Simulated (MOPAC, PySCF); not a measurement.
C2H6S, SMILES `CCS` (C–C–S–H torsion 62°), neutral singlet in the gas phase. 

Cartesian coordinates (Å):
```xyz
9

C     -0.9340    -0.2527     0.0575
C      0.3279     0.5928     0.1270
S      1.6982    -0.0215    -0.9181
H     -1.2921    -0.3359    -0.9688
H     -0.7499    -1.2614     0.4318
H     -1.7254     0.1920     0.6668
H      0.6843     0.6919     1.1522
H      0.1415     1.6004    -0.2475
H      1.8496    -1.2055    -0.3008
```
Charge 0, multiplicity 1.

All levels are single points at this geometry (B3LYP-D3(BJ)/def2-TZVP); Pople sets use spherical d functions. Orbital energies aren't observables, and empty levels follow the basis.

AM1 in MOPAC gives dipole (D) = 2.02.

Task: Estimate the dipole (D) from each of these levels: B3LYP-D3(BJ)/def2-TZVP in PySCF; PBE-D3(BJ)/def2-TZVP in PySCF; B3LYP/3-21G in PySCF; B3LYP/6-311+G** in PySCF; BP86/6-31G* in PySCF; PBE/6-31G* in PySCF; SVWN5/6-31G* in PySCF; HF/3-21G in PySCF; HF/6-31G* in PySCF; PM3 in MOPAC; PM6 in MOPAC; PM7 in MOPAC.

Result: 
```csv
level,dipole (D)
B3LYP-D3(BJ)/def2-TZVP in PySCF,1.64
PBE-D3(BJ)/def2-TZVP in PySCF,1.64
B3LYP/3-21G in PySCF,2.04
B3LYP/6-311+G** in PySCF,1.76
BP86/6-31G* in PySCF,1.85
PBE/6-31G* in PySCF,1.85
SVWN5/6-31G* in PySCF,1.90
HF/3-21G in PySCF,2.15
HF/6-31G* in PySCF,1.87
PM3 in MOPAC,2.06
PM6 in MOPAC,1.91
PM7 in MOPAC,2.03
```
